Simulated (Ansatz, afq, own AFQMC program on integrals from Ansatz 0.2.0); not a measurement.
Where AFQMC and coupled cluster stand for BN⁺, doublet

```xyz
2

B     0.0000    0.0000    0.0000
N     0.0000    0.0000    1.3155
```

Basis cc-pVDZ. Only valence electrons are correlated. Integrals, coupled cluster, full CI and functionals: Ansatz 0.2.0; the random walks run on the same integrals in our own AFQMC program. ph-AFQMC/CISD is guided by a CISD state made of CCSD amplitudes; releasing the constraint for a short imaginary time cuts its bias at the price of noise, slowly where states lie close. Error bars are statistical, one sigma.

Determinant: UHF, the one that the program's search chose, which needn't be the lowest solution. The geometry is a PBE0/def2-TZVP stationary point of this or a neighbouring charge and spin state.

Full CI is exact in this basis; its frozen core comes from its own orbitals, which moves totals by up to a few meV.

Cautions: an unrestricted solution with more broken spin lies lower (2.65 eV, ⟨S²⟩ 1.76); strong correlation (T1 0.102, weight of the determinant 0.76, largest double 0.20); (T) is large, 9 % of the CCSD correlation; (Q) is large, 104 meV, so the cluster series hasn't closed; unrestricted determinant slightly spin contaminated (⟨S²⟩ 0.80 against 0.75); the released energies are still falling, so no released level is given (meV from the phaseless value at times in 1/Eh: -29 ± 6 at 0.24, -57 ± 6 at 0.51, -96 ± 6 at 0.99, -102 ± 8 at 1.62, -171 ± 38 at 2.40); full CI with its own frozen core; a state of higher spin lies lower (by 295 meV).

- T1 diagnostic: 0.1021
- weight of the determinant in the CISD state: 0.761
- ⟨S²⟩ of the determinant: 0.803
- size of the correlated space: 7 electrons in 26 orbitals

```
  level  correlation energy (eV)
    MP2                  -5.5206
   CCSD                  -6.1476
CCSD(T)                  -6.7092
```

(1) Estimate where full CI lies against CCSD(T) in the same basis.

(1) 6.0 kJ/mol below CCSD(T).

Reference: full CI, correlation energy -6.771 eV. CCSDTQ lies 4.0 meV below full CI, in part by the other frozen core, which shifts every row alike, so rows that close can't be ranked against it. The cautions show a poor starting determinant, so the rows tell how each method copes with it here, and full CI is the sure value.

```
        level  E − E(reference) (kJ/mol)  share of correlation (%)
      CCSD(T)                        6.0                     99.08
        CCSDT                        3.4                     99.49
     CCSDT(Q)                       -6.7                    101.02
       CCSDTQ                       -0.4                    100.06
ph-AFQMC/CISD                 17.9 ± 0.5                     97.27
```

CCSDT and higher add their correlation energy to the determinant of the CCSD(T) run, since their own runs factorise the integrals more tightly (a shift of under 2 meV).
